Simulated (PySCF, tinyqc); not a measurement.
Inside a calculation. Method: CIS and TDHF on RHF in the sto-3g basis, for BH, spin multiplicity 1. The lowest restricted solution is unstable here: a spin-polarised one lies 0.0130 hartree lower (PySCF). One step of it, computed by the program tinyqc.

Task: Integrals over molecular orbitals. (pq|rs) = sum C_ip C_jq C_kr C_ls (ij|kl), one index at a time.

coefficients C:
```
,MO1,MO2,MO3,MO4,MO5,MO6
1B 1s,0.992009,-0.203962,-0.205272,0.000000,0.000000,0.138675
1B 2s,0.030720,0.532635,0.809280,0.000000,0.000000,-0.852224
1B 2px,0.000000,0.000000,0.000000,0.764567,0.644544,0.000000
1B 2py,0.000000,0.000000,0.000000,-0.644544,0.764567,0.000000
1B 2pz,0.007493,0.236644,-0.584432,0.000000,0.000000,-1.072116
2H 1s,-0.008111,0.528186,-0.346166,0.000000,0.000000,1.306079
```

core Hamiltonian H = T + V (hartree), lower triangle:
```
,1B 1s,1B 2s,1B 2px,1B 2py,1B 2pz,2H 1s
1B 1s,-12.792303
1B 2s,-3.314241,-3.862135
1B 2px,0.000000,0.000000,-3.022766
1B 2py,0.000000,0.000000,0.000000,-3.022766
1B 2pz,-0.020866,-0.174376,0.000000,0.000000,-3.156465
2H 1s,-0.966758,-1.885849,0.000000,0.000000,-1.659420,-2.778068
```

Two-electron integrals (ij|kl) in chemists' order, unique and non-zero (hartree):
```
i,j,k,l,(ij|kl)
1,1,1,1,2.923513
2,1,1,1,0.518376
2,1,2,1,0.109262
2,2,1,1,0.744229
2,2,2,1,0.193177
2,2,2,2,0.544804
3,1,3,1,0.020264
3,2,3,1,0.029996
3,2,3,2,0.120346
3,3,1,1,0.742491
3,3,2,1,0.193240
3,3,2,2,0.544682
3,3,3,3,0.586773
4,1,4,1,0.020264
4,2,4,1,0.029996
4,2,4,2,0.120346
4,3,4,3,0.031630
4,4,1,1,0.742491
4,4,2,1,0.193240
4,4,2,2,0.544682
4,4,3,3,0.523513
4,4,4,4,0.586773
5,1,5,1,0.020264
5,2,5,1,0.029996
5,2,5,2,0.120346
5,3,5,3,0.031630
5,4,5,4,0.031630
5,5,1,1,0.742491
5,5,2,1,0.193240
5,5,2,2,0.544682
5,5,3,3,0.523513
5,5,4,4,0.523513
5,5,5,5,0.586773
6,1,1,1,0.149382
6,1,2,1,0.031339
6,1,2,2,0.055452
6,1,3,3,0.055179
6,1,4,4,0.055179
6,1,5,1,0.002320
6,1,5,2,0.004210
6,1,5,5,0.056032
6,1,6,1,0.009284
6,2,1,1,0.315117
6,2,2,1,0.082810
6,2,2,2,0.251726
6,2,3,3,0.244997
6,2,4,4,0.244997
6,2,5,1,0.009132
6,2,5,2,0.052323
6,2,5,5,0.264961
6,2,6,1,0.025271
6,2,6,2,0.151918
6,3,3,1,0.008883
6,3,3,2,0.039875
6,3,5,3,0.010169
6,3,6,3,0.018251
6,4,4,1,0.008883
6,4,4,2,0.039875
6,4,5,4,0.010169
6,4,6,4,0.018251
6,5,1,1,0.278731
6,5,2,1,0.074302
6,5,2,2,0.238395
6,5,3,3,0.225658
6,5,4,4,0.225658
6,5,5,1,0.016070
6,5,5,2,0.085746
6,5,5,5,0.263626
6,5,6,1,0.023959
6,5,6,2,0.169146
6,5,6,5,0.202736
6,6,1,1,0.461359
6,6,2,1,0.123558
6,6,2,2,0.420711
6,6,3,3,0.395491
6,6,4,4,0.395491
6,6,5,1,0.018001
6,6,5,2,0.131736
6,6,5,5,0.470747
6,6,6,1,0.038673
6,6,6,2,0.311704
6,6,6,5,0.379606
6,6,6,6,0.774606
```

Give: one-electron integrals over orbitals h = C^T H C; Two-electron integrals over orbitals.

Result:

one-electron integrals over orbitals h = C^T H C (hartree), lower triangle:
```
,1,2,3,4,5,6
1,-12.7784
2,0.2602,-3.1691
3,0.2486,-0.1007,-2.9706
4,0.0000,0.0000,0.0000,-3.0228
5,0.0000,0.0000,0.0000,0.0000,-3.0228
6,-0.1579,0.4584,-0.1774,0.0000,0.0000,-2.4519
```

Two-electron integrals over orbitals (pq|rs), unique and non-zero (hartree):
```
p,q,r,s,(pq|rs)
1,1,1,1,2.8902
2,1,1,1,-0.2244
2,1,2,1,0.0292
2,2,1,1,0.6050
2,2,2,1,0.0005
2,2,2,2,0.6100
3,1,1,1,-0.2199
3,1,2,1,0.0229
3,1,2,2,-0.0207
3,1,3,1,0.0351
3,2,1,1,0.0756
3,2,2,1,-0.0081
3,2,2,2,-0.0744
3,2,3,1,0.0029
3,2,3,2,0.0553
3,3,1,1,0.7038
3,3,2,1,-0.0167
3,3,2,2,0.4135
3,3,3,1,0.0045
3,3,3,2,0.0469
3,3,3,3,0.5820
4,1,4,1,0.0217
4,2,4,1,0.0187
4,2,4,2,0.0584
4,3,4,1,0.0190
4,3,4,2,0.0422
4,3,4,3,0.0657
4,4,1,1,0.7420
4,4,2,1,-0.0088
4,4,2,2,0.4655
4,4,3,1,-0.0075
4,4,3,2,0.0375
4,4,3,3,0.5119
4,4,4,4,0.5868
5,1,5,1,0.0217
5,2,5,1,0.0187
5,2,5,2,0.0584
5,3,5,1,0.0190
5,3,5,2,0.0422
5,3,5,3,0.0657
5,4,5,4,0.0316
5,5,1,1,0.7420
5,5,2,1,-0.0088
5,5,2,2,0.4655
5,5,3,1,-0.0075
5,5,3,2,0.0375
5,5,3,3,0.5119
5,5,4,4,0.5235
5,5,5,5,0.5868
6,1,1,1,0.1475
6,1,2,1,-0.0244
6,1,2,2,-0.0139
6,1,3,1,-0.0059
6,1,3,2,0.0115
6,1,3,3,0.0246
6,1,4,4,0.0041
6,1,5,5,0.0041
6,1,6,1,0.0306
6,2,1,1,-0.1851
6,2,2,1,0.0036
6,2,2,2,0.0137
6,2,3,1,0.0109
6,2,3,2,-0.0510
6,2,3,3,-0.0399
6,2,4,4,-0.0889
6,2,5,5,-0.0889
6,2,6,1,0.0040
6,2,6,2,0.1227
6,3,1,1,0.0783
6,3,2,1,-0.0046
6,3,2,2,-0.0570
6,3,3,1,0.0074
6,3,3,2,0.0465
6,3,3,3,0.0778
6,3,4,4,0.0332
6,3,5,5,0.0332
6,3,6,1,0.0110
6,3,6,2,-0.0502
6,3,6,3,0.0685
6,4,4,1,-0.0125
6,4,4,2,-0.0377
6,4,4,3,-0.0163
6,4,6,4,0.0342
6,5,5,1,-0.0125
6,5,5,2,-0.0377
6,5,5,3,-0.0163
6,5,6,5,0.0342
6,6,1,1,0.6863
6,6,2,1,-0.0040
6,6,2,2,0.5964
6,6,3,1,-0.0198
6,6,3,2,-0.0616
6,6,3,3,0.4588
6,6,4,4,0.4832
6,6,5,5,0.4832
6,6,6,1,-0.0083
6,6,6,2,0.0228
6,6,6,3,-0.0420
6,6,6,6,0.6260
```
